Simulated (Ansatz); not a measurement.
**A cut through the energy surface**

CH₅BS (SMILES CBS), closed shell, at its PBE0-D4/def2-TZVP minimum:

```tsv
atom	x (Å)	y (Å)	z (Å)
C1	-0.6327	0.8479	-0.2658
B2	0.3426	-0.3618	-0.1543
S3	0.5981	-1.1480	1.4245
H4	-1.4139	0.6227	-1.0011
H5	-0.0968	1.7144	-0.6703
H6	-1.1133	1.1446	0.6683
H7	0.9323	-0.7852	-1.1038
H8	1.4758	-2.0917	1.0468
```

The bond length C1–H4 (1.096 Å at the minimum) is set to the values below, the two halves moving rigidly along the bond. Each method's energies count from its own value at the PBE0-D4 minimum structure. Ansatz 0.2.0; basis: def2-TZVPP; cores frozen in the correlated methods. B3LYP uses VWN-RPA correlation.

CCSD(T) energies along the scan:
| bond length (Å) | CCSD(T) (kJ/mol) |
| --- | --- |
| 0.987 | 22.9 |
| 1.009 | 13.9 |
| 1.041 | 5.2 |
| 1.078 | 0.5 |
| 1.120 | 0.9 |
| 1.165 | 6.6 |
| 1.213 | 17.2 |
| 1.263 | 32.1 |
| 1.315 | 50.5 |
They count from the CCSD(T) energy at the PBE0-D4 minimum.

Largest difference from the CCSD(T) curve over the scan: PBE-D4 5.0; r2SCAN-D4 0.1; PBE0-D4 0.8; B3LYP-D4 0.6 kJ/mol. Each curve counts from its own value at the minimum.

No T1 diagnostic of these runs exceeds 0.014.

For scale, one of the runs: CCSD(T)/def2-TZVPP, 174 basis functions (an equivalent command: `ansatz run in.yaml --threads 2`). Hardware: 2 CPU threads, shared host. Wall time 15 s; peak host memory 1.5 GiB.
